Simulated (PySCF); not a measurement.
A search over the determinants of CH⁺

Unrestricted PBE0; basis H def2-TZVPPD, C def2-TZVPPD; no relativity; PySCF 2.14. Outer shells of the fragments: H 1s1; C+ 2s2 2p1.

Followed along the bond (rough minima from three points):

```
2Ms+1  unpaired  ⟨S²⟩ at the start  R at minimum (Å)  Te (eV)
    1      none               0.00              1.14     0.00
    3  σ ↑, π ↑               2.00              1.14     0.69
    1  σ ↑, π ↓               1.01  none in the scan   ≤ 1.45
```

Solutions found at the starting distance of 1.130 Å, counted from the lowest of them; the search is not exhaustive and high or unbound solutions are not listed, so other states can lie among these:

```csv
2Ms+1,unpaired,term,E (eV),⟨S²⟩,⟨Lz²⟩,μ (D)
1,none,¹Σ⁺,0.00,0.00,0.00,-1.80
3,"σ ↑, π ↑",³Π,0.69,2.00,1.00,-1.04
1,"σ ↑, π ↓",mixed,1.45,1.01,1.00,-1.28
3,π ↑↑,³Σ⁻,4.22,2.13,0.00,-0.79
1,π ↑↓,mixed,5.03,1.00,2.01,-0.81
1,none,mixed,6.75,0.00,2.00,-0.80
```

A term symbol is given only where ⟨S²⟩ and ⟨Lz²⟩ are close to those of a pure state; real π, δ and φ orbitals otherwise mix terms. A positive dipole points towards C; it is taken about the centre of mass and depends on that origin.

Counting both spins, an empty level lies below a filled one in some of these solutions, because spin and occupation are held.
